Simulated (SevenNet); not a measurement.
# Graphite

Method: the machine-learned potential SevenNet-0 (trained on PBE and PBE+U data).

Cell (relaxed at this level):

```cif
data_C4
_chemical_formula_sum 'C4'
_space_group_name_H-M_alt 'P 1'
_space_group_IT_number 1
_cell_length_a 2.46855
_cell_length_b 2.46855
_cell_length_c 8.56612
_cell_angle_alpha 90.000
_cell_angle_beta 90.000
_cell_angle_gamma 120.000
loop_
_space_group_symop_operation_xyz
  'x, y, z'
loop_
_atom_site_label
_atom_site_type_symbol
_atom_site_fract_x
_atom_site_fract_y
_atom_site_fract_z
_atom_site_occupancy
C1 C 0.00000 0.00000 0.75000 1
C2 C 0.00000 0.00000 0.25000 1
C3 C 0.66667 0.33333 0.75000 1
C4 C 0.33333 0.66667 0.25000 1
```

- lattice parameter a = 2.469 Å
- c axis length = 8.566 Å

Measured, for comparison: lattice constant a 2.461 Å (300 K, no zero-point or thermal correction, our sources range from 2.456 to 2.461; as tabulated in Wikipedia's data pages); lattice parameter c 6.67 Å (low temperature, zero-point motion not removed; as tabulated in Berland et al. (2010), arXiv:1007.3305). Computed (rounded) less measured: lattice constant a +0.3 % (+0.3 % to +0.5 % over the range), lattice parameter c +28.4 %.

A machine-learned potential is trained on density-functional data: it inherits that level's misses and adds fitting errors of its own.

Note: the model's c/a of 3.47 is far from the 2.73 of the starting cell; this model's volume lies 29 % above that of the starting cell (a measured, published or database cell); the cell moved over 20 % in volume from its start.
